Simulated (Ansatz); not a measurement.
**SiH3S radical (SMILES [SiH2]S): one structure at several levels**

The task here is to estimate one member of a computed series from the others.

Program: Ansatz 0.2.0, Gaussian basis. Level of theory: single points in def2-TZVPP. These are calculated values, not measurements.

Correlated methods freeze the cores. Orbitals are unrestricted. B3LYP uses VWN-RPA correlation.

## Where the work starts

SMILES `[SiH2]S`, 5 atoms, charge 0, spin multiplicity 2.

Atoms are counted from 1 here; the program's logs count them from 0.

Bond lengths: Si1–S2 2.161 Å, Si1–H3 1.273 Å, Si1–H4 1.605 Å, S2–H5 1.373 Å. Angles: S2–Si1–H3 110.8°, S2–Si1–H4 100.2°, H3–Si1–H4 111.6°, Si1–S2–H5 89.7°.

Coordinates:

```xyz
5

Si   -0.0545   -0.7320   -0.2508
S     0.2842    1.4017   -0.2103
H    -0.0618   -1.2115    0.9282
H    -1.5153   -0.7757   -0.9145
H     1.4741    1.1942    0.4417
```

The first run:

Contents of run/in.yaml:

```yaml
crystal:
  periodic: [false, false, false]
  atoms:
    - {symbol: Si, position_ang: [-0.054500, -0.732000, -0.250800]}
    - {symbol: S, position_ang: [0.284200, 1.401700, -0.210300]}
    - {symbol: H, position_ang: [-0.061800, -1.211500, 0.928200]}
    - {symbol: H, position_ang: [-1.515300, -0.775700, -0.914500]}
    - {symbol: H, position_ang: [1.474100, 1.194200, 0.441700]}
basis:
  gaussian: {orbitals: def2-TZVPP}
magnetization: {spin_polarized: true, initial_magnetization: 1}
correlation: {method: ccsd_t}
scf: {omitted_lower_state_checks: [cluster_reference]}
output: {forces: true}
```

No record of the launch command was kept for these runs.

Among the steps run: CCSD(T)/def2-TZVPP; PBE0-D4/def2-TZVPP; wB97M-V/def2-TZVPP; r2SCAN-D4/def2-TZVPP; PBE-D4/def2-TZVPP; BHLYP-D4/def2-TZVPP; B3LYP-D4/def2-TZVPP.

One table of the session follows, with a row left open; its other results are not shown here.

| method | RMS force component (eV/Å) | angle to CCSD(T) forces (°) | dipole (D) |
| --- | --- | --- | --- |
| CCSD(T) | 2.517 | reference | 1.30 |
| PBE0-D4 | ? | ? | ? |
| wB97M-V | 2.499 | 1.0 | 1.37 |
| r2SCAN-D4 | 2.520 | 1.2 | 1.30 |
| PBE-D4 | 2.522 | 4.1 | 1.19 |
| BHLYP-D4 | 2.516 | 3.0 | 1.42 |
| B3LYP-D4 | 2.482 | 1.2 | 1.29 |

**Question.** Estimate the row for PBE0-D4.

**Answer.** RMS force component (eV/Å): 2.544; angle to CCSD(T) forces (°): 1.5; dipole (D): 1.30. In the column «RMS force component (eV/Å)» it is the highest.
